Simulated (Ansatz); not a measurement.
**BFH4O: a nudged elastic band, and a look at its input**

A nudged elastic band is wanted. The input is run as typed. The step meant is a four-centre ligand exchange at charge 0 and multiplicity 1, which changes B1–O6, F2–H5, B1–F2, H5–O6.

The runs use Ansatz 0.2.0, Gaussian basis; PBE0-D4/def2-SVP.

### 1 The structure

```
B     0.02092   -0.27766   -0.68067
F    -0.90244   -1.22235   -0.29111
H     1.13996   -0.69570   -0.85198
H    -0.40226    0.57779   -1.41921
H     0.52794    0.01964    1.45230
O     0.23944    0.62904    0.76107
H    -0.62345    0.96925    1.02959
```

### 2 The run

File run/in.yaml:

```yaml
crystal:
  periodic: [false, false, false]
  atoms:
    - {symbol: B, position_ang: [0.020921, -0.277663, -0.680667]}
    - {symbol: F, position_ang: [-0.902444, -1.222351, -0.291107]}
    - {symbol: H, position_ang: [1.139957, -0.695703, -0.851978]}
    - {symbol: H, position_ang: [-0.402265, 0.577791, -1.419205]}
    - {symbol: H, position_ang: [0.527937, 0.019638, 1.452300]}
    - {symbol: O, position_ang: [0.239440, 0.629042, 0.761070]}
    - {symbol: H, position_ang: [-0.623445, 0.969245, 1.029587]}
basis:
  gaussian: {orbitals: def2-SVP}
hamiltonian: {xc: pbe0, dispersion: d4}
neb:
  images: 5
  climbing: true
  max_iterations: 30
  initial_path: idpp
  climb: true
  final_atoms:
    - {symbol: B, position_ang: [0.411562, 0.481249, -0.930117]}
    - {symbol: F, position_ang: [-0.553393, -1.881714, 1.699214]}
    - {symbol: H, position_ang: [0.876439, -0.500199, -1.421572]}
    - {symbol: H, position_ang: [0.465054, 1.567619, -1.429752]}
    - {symbol: H, position_ang: [-0.416972, -1.119388, 1.173834]}
    - {symbol: O, position_ang: [-0.208211, 0.323123, 0.266863]}
    - {symbol: H, position_ang: [-0.574377, 1.129310, 0.641531]}
```

Launch:

```console
$ ansatz run in.yaml --threads 2 --pin off --events-out ev --progress --plain --max-ram 4352MiB
```

What does the calculation give? Wanted: this run.

**Answer**, as computed:

| quantity | value |
| --- | --- |
| this run | refused |
| fault | misspelt key |

**Reading.** The block holds a key that the program does not know.
